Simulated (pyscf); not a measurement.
PySCF, gas phase, ωB97X-D3(BJ)/def2-SVP geometries. MP2 and CC: frozen core, UHF for open shells. ΔMP2 is the change of the MP2 total energy from the triple- to the quadruple-zeta basis.

SMILES: [OH][InH][SH]
```xyz
6

O     -2.3569     0.6585     0.7602
In    -0.6925    -0.4310     0.6590
S      0.2955    -0.5482    -1.5112
H     -2.6256     1.0503    -0.0786
H     -0.0946    -1.1832     2.0618
H     -0.6468     0.2225    -2.0891
```

Task: How much does it cost (ΔH, 298 K, CCSD(T)/def2-TZVPP + ΔMP2(QZVPP)) to split `[OH][InH][SH]` at its In–S bond into [HO–InH]• + SH•?

Result: In–S to [HO–InH]• + SH•: 75.6 kcal/mol. The radicals are drawn with the spin at the cut bond; how far it spreads was not checked. Other isomers of [HO–InH]• were not searched in full and may lie lower. The CCSD(T) − MP2 part came from Ansatz, without density fitting, on the same reference. The frozen core leaves the outer d or s,p core shells of the metals and heavy elements correlated in the MP2 and CC values, and def2-TZVPP describes them poorly, which can shift differences by a few kcal/mol. Left out: the spin-orbit lowering of SH. Elements past Kr carry the def2 core potentials, without spin-orbit coupling.
